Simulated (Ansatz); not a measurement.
# ClFSi: the cost of one run

The runs use Ansatz 0.2.0, Gaussian basis; def2-QZVPP, core rule «outside noble gas», up to 11 orbitals frozen.

To be run: UHF; ROHF; CCSD(T) on UHF.

4 further runs of the same task are left out: 4 set aside as unsound or not needed.

**1. What is computed**

The geometry is a PBE0/def2-TZVP stationary point (not a proven minimum) of the parent state, kept for this charge and spin.

3 atoms, charge 1, spin multiplicity 4.

Atoms are counted from 1 here; the program's logs count them from 0.

Bond lengths: Cl1–Si2 2.041 Å, Si2–F3 1.602 Å. Angles: Cl1–Si2–F3 116.3°.

**2. UHF**

in.yaml

```yaml
crystal:
  periodic: [false, false, false]
  atoms:
    - {symbol: Cl, position_ang: [0.000000, -0.165216, 1.357873]}
    - {symbol: Si, position_ang: [0.000000, 0.563381, -0.548185]}
    - {symbol: F, position_ang: [0.000000, -0.524541, -1.723546]}
basis:
  gaussian: {orbitals: "def2-QZVPP.json"}
total_charge: 1
magnetization: {spin_polarized: true, initial_magnetization: 3}
hamiltonian: {xc: hf}
output: {orbitals: {seedname: orbitals}}
```

Started as:

```bash
$ ansatz run in.yaml --threads 1 --pin off --events-out ev --progress --plain --max-ram 2393MiB
```

**Question.** How long does this run take on 1 thread of Arm Neoverse N1, shared host, and how much memory does it need?

About 59 s, with a peak of 0.56 GiB.
